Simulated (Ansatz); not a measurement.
Program: Ansatz 0.2.0.

A structure relaxed at PBE0-D4/def2-TZVP, charge 0, multiplicity 1:

Cartesian coordinates in Å:
```
O 1.358 0.480 1.580
C 0.071 0.654 1.010
C -0.690 -0.674 0.860
C -0.586 -1.073 -0.628
C 0.370 -0.054 -1.256
C 0.148 1.198 -0.414
H 1.856 -0.127 1.024
H -0.435 1.343 1.689
H -0.251 -1.416 1.531
H -1.734 -0.558 1.162
H -0.251 -2.102 -0.767
H -1.566 -0.995 -1.106
H 1.410 -0.391 -1.167
H 0.188 0.102 -2.321
H -0.811 1.654 -0.681
H 0.925 1.958 -0.515
```

(1) Give its formula and SMILES.

(2) Point group (tolerance 0.08 Å, 0.16 Å for H)?

(3) Summarise the bond lengths by kind.

Results:

(1) C5H10O, `OC1CCCC1`.

(2) C1.

(3) 1 × C–O 1.419 Å; 1 × H–O 0.961 Å; 5 × C–C 1.525 to 1.544 Å; 9 × C–H 1.091 to 1.097 Å.
